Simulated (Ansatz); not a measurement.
```xyz
9

O     1.1501   -0.0092    0.0039
C     0.3559    1.0954    0.0032
C    -0.9636    0.7233    0.0029
C    -0.9489   -0.7178    0.0019
C     0.3582   -1.0796   -0.0049
H     0.8571    2.0478    0.0093
H    -1.8257    1.3739   -0.0068
H    -1.8154   -1.3760    0.0081
H     0.8576   -2.0544   -0.0089
```

RHF-MP2 on singlet C4H4O was run in several spherical basis sets with Ansatz (development build ahead of 0.2.0). Frozen core: 5 orbitals.

(1) Rank the basis sets by the total energy that they give, lowest first, with the distance from the lowest.
A. cc-pVDZ
B. 6-31G(d)
C. STO-3G

Results:

(1) A (0.00 eV), B (1.37 eV), C (90.37 eV).

Totals follow the description of the cores as much as that of the bonds, so this order isn't one of quality for chemistry.
